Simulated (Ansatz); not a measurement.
Basis-set extrapolation for `NC/C(O)=C\F` (PBE0-D4/def2-TZVP geometry, frozen core, Ansatz). Multiplicity 1, RHF reference.

|  | def2-TZVPP | def2-QZVPP |
| --- | --- | --- |
| HF | -345.952962 | -345.968575 |
| MP2 correlation | -1.190199 | -1.280834 |
| CCSD(T) correlation | -1.267972 | not run |

Energies in hartree. Use E(X) = E(∞) + A·exp(−7.88·√X) for Hartree–Fock and E(X) = E(∞) + B·X^(−2.97) for correlation, with X = 3 and 4, and add CCSD(T) minus MP2 of the smaller set to the MP2 limit.

Question: What is the CCSD(T) energy at the basis-set limit?

Answer: HF limit: -345.968575 + (-0.015613) × 0.13774 = -345.97073. MP2 limit: -1.280834 + (-0.090635) × 0.74074 = -1.34797. Higher-order term: -1.267972 − (-1.190199) = -0.07777. Total: -347.39647 hartree, 460.9 kJ/mol below CCSD(T)/def2-TZVPP.
